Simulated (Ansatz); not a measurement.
**One shape, several levels: SiH4O (silanol)**

Aim: a comparison of 6 runs (BHLYP/cc-pVTZ, BLYP/cc-pVTZ, CAM-B3LYP/cc-pVTZ, SVWN5/cc-pVTZ, wB97M-V/cc-pVTZ, MP2/cc-pVTZ) of SiH4O (silanol). 

The calculation is run with Ansatz 0.2.0.

47 further runs of the same task are left out: 47 set aside as unsound or not needed.

## Step 1: The molecule

The species is SiH4O (6 atoms), meant as a singlet with charge 0. SMILES: `O[SiH3]`. The O1–H3 distance was set to 2.106 Å, away from the relaxed value. At this shape a bond of the SMILES string is far longer than usual.

Bond lengths: O1–Si2 1.648 Å, Si2–H4 1.489 Å, Si2–H5 1.481 Å, Si2–H6 1.489 Å. Angles: O1–Si2–H4 111.7°, O1–Si2–H5 105.9°, O1–Si2–H6 111.7°, H4–Si2–H5 109.9°, H4–Si2–H6 107.9°, H5–Si2–H6 109.9°.

## Step 2: The energy at BHLYP/cc-pVTZ (run 1)

Contents of in.yaml:

```yaml
crystal:
  periodic: [false, false, false]
  atoms:
    - {symbol: O, position_ang: [1.317795, -0.311646, -0.163819]}
    - {symbol: Si, position_ang: [0.645395, 1.065154, -0.769819]}
    - {symbol: H, position_ang: [0.069100, -1.629200, 0.904700]}
    - {symbol: H, position_ang: [-0.447205, 0.764354, -1.735619]}
    - {symbol: H, position_ang: [1.741595, 1.783554, -1.458419]}
    - {symbol: H, position_ang: [0.078795, 1.921054, 0.308881]}
basis:
  gaussian:
    orbitals: cc-pVTZ
hamiltonian:
  xc: {name: BHLYP}
accuracy: high
output: {orbitals: {seedname: orbitals}}
```

The run is started by

```console
$ ansatz run in.yaml --threads 1 --pin off --max-ram 3480MiB --events-out events.jsonl --progress --plain --runs-dir runs
```

Log:

```text
Warning: RAYON_NUM_THREADS=1 ignored (pool sized by the plan → 1); use --threads N
Functional definition: BHLYP
  name "BHLYP"
  parameter a = 0.5
  exchange = (1 - a)*b88_x + a*exact_x
  correlation = lyp_c
2044 factors; integrals over basis functions are off by at most 3.1e-9 eV
mean field evaluation 1: about -9976.6749 eV, gradient 5.7e1 eV
mean field evaluation 2: about -9946.0927 eV, gradient 1.2e2 eV
mean field evaluation 4: about -9984.4470 eV, gradient 1.2e1 eV
mean field evaluation 8: about -9984.8028 eV, gradient 2.5e-1 eV
mean field evaluation 16: about -9984.8054 eV, gradient 6.5e-5 eV
mean field -9984.80538494 eV, -366.9348299522 hartree, gradient 6.2e-8 eV, S^2 0.000000; 0 other end points of the search recorded, 0 dependent functions left out
reference -9984.80541265 eV, -366.9348309708 hartree; 13, 13 occupied and 107, 107 virtual orbitals, 2044 factors
Total energy: -9984.80541265 eV, -366.9348309708 hartree
```

It took 8.1 s on 1 thread of Arm Neoverse V1, shared host; peak memory 0.32 GiB.

## Step 3: The energy at BLYP/cc-pVTZ (run 2)

Edit in.yaml of step 2 so:

```diff
@@ -12,5 +12,7 @@
     orbitals: cc-pVTZ
+total_charge: 0
 hamiltonian:
-  xc: {name: BHLYP}
+  xc: {name: BLYP}
 accuracy: high
-output: {orbitals: {seedname: orbitals}}
+output:
+  orbitals: {seedname: orbitals}
```

The run is started by

```console
$ ansatz run in.yaml --threads 1 --pin off --max-ram 3480MiB --events-out events.jsonl --progress --plain --runs-dir runs
```

Log:

```text
Warning: RAYON_NUM_THREADS=1 ignored (pool sized by the plan → 1); use --threads N
Functional definition: BLYP
  name "BLYP"
  parameter beta = 0.0042
  parameter a = 0.04918
  parameter b = 0.132
  parameter c = 0.2533
  parameter d = 0.349
  exchange = b88_x(beta = beta)
  correlation = lyp_c(a = a, b = b, c = c, d = d)
2044 factors; integrals over basis functions are off by at most 3.1e-9 eV
mean field evaluation 1: about -9973.1521 eV, gradient 7.4e1 eV
mean field evaluation 2: about -9852.1553 eV, gradient 1.9e2 eV
mean field evaluation 4: about -9979.4833 eV, gradient 3.0e1 eV
mean field evaluation 8: about -9986.1089 eV, gradient 9.6e0 eV
mean field evaluation 16: about -9986.3961 eV, gradient 6.2e-3 eV
mean field evaluation 32: about -9985.9076 eV, gradient 4.8e0 eV
mean field -9986.39613414 eV, -366.9932889072 hartree, gradient 9.5e-8 eV, S^2 0.000000; 1 other end points of the search recorded, 0 dependent functions left out
reference -9986.39618883 eV, -366.9932909172 hartree; 13, 13 occupied and 107, 107 virtual orbitals, 2044 factors
Total energy: -9986.39618883 eV, -366.9932909172 hartree
```

Wall time 7.8 s (1 thread of Arm Neoverse V1, shared host); peak memory 0.28 GiB.

Runs 3 to 5 aren't shown in full; the table further down has their settings and results.

## Step 4: The energy at MP2/cc-pVTZ (run 6)

Edit in.yaml of step 3 so:

```diff
@@ -1 +1,3 @@
+basis:
+  gaussian: {orbitals: cc-pVTZ}
 crystal:
@@ -9,10 +11,3 @@
     - {symbol: H, position_ang: [0.078795, 1.921054, 0.308881]}
-basis:
-  gaussian:
-    orbitals: cc-pVTZ
-total_charge: 0
-hamiltonian:
-  xc: {name: BLYP}
 accuracy: high
-output:
-  orbitals: {seedname: orbitals}
+correlation: {method: mp2, frozen_orbitals: {H: 0, O: 1, Si: 5}}
```

The run is started by

```console
$ ansatz run in.yaml --threads 1 --pin off --max-ram 3480MiB --events-out events.jsonl --progress --plain --runs-dir runs
```

Log (excerpt; [...] marks lines left out):

```text
Warning: RAYON_NUM_THREADS=1 ignored (pool sized by the plan → 1); use --threads N
Functional definition: HF
  name "HF"
[...]
2044 factors; integrals over basis functions are off by at most 3.1e-9 eV
[...]
mean field -9958.16813000 eV, -365.9559288886 hartree, gradient 6.4e-8 eV, S^2 0.000000; 3 other end points of the search recorded, 0 dependent functions left out; unrestricted orbitals would lower it
unrestricted determinant -9961.07706366 eV, -366.0628302290 hartree, S^2 0.9469
6 core orbitals not correlated: weight in the atoms' cores, before any rotation towards them, 1.000 or more for the frozen orbitals, at most 0.000 for the correlated occupied ones
reference -9958.16813000 eV, -365.9559288886 hartree; 7, 7 occupied and 107, 107 virtual orbitals, 2044 factors
second order -11.59990229 eV of doubles, -0.00000000 eV of singles
Total energy: -9969.76803229 eV, -366.3822174352 hartree
```

It took 8.4 s on 1 thread of Arm Neoverse V1, shared host; peak memory 0.32 GiB.

## Step 5: Overview of the runs

```
run              level  frozen core orbitals  energy (Eh)  HOMO energy (eV)  LUMO energy (eV)  HOMO–LUMO gap (eV)  wall time
  1      BHLYP/cc-pVTZ                     –  -366.934831             -9.75             -4.48                5.27      8.1 s
  2       BLYP/cc-pVTZ                     –  -366.993291             -6.69             -6.05                0.63      7.8 s
  3  CAM-B3LYP/cc-pVTZ                     –  -366.965450             -9.77             -4.34                5.43        9 s
  4      SVWN5/cc-pVTZ                     –  -365.271955             -6.71             -6.12                0.59      5.7 s
  5    wB97M-V/cc-pVTZ                     –  -366.925932            -10.65             -3.39                7.26       41 s
  6        MP2/cc-pVTZ                     6  -366.382217                 –                 –                   –      8.4 s
```

## Step 6: What came out

```
                                          quantity          value
                               run 6: total energy  -366.38222 Eh
run 6: correlation energy (6 core orbitals frozen)     -426.3 mEh
```

What this shows: Over runs 1, 2, 3, 4, 5 the HOMO–LUMO gap runs from 0.59 eV (SVWN5/cc-pVTZ) to 7.26 eV (wB97M-V/cc-pVTZ). Totals of different functionals can't be ranked against each other. In run 6 the log says that unrestricted orbitals would lower the reference, so the values rest on an unstable closed-shell determinant (other closed-shell runs at this shape may share the fault). In runs 1, 2, 3, 4, 5, 6 a closed-shell determinant meets a far-stretched bond, which it describes badly. All runs together took 80 s, the longest 41 s.
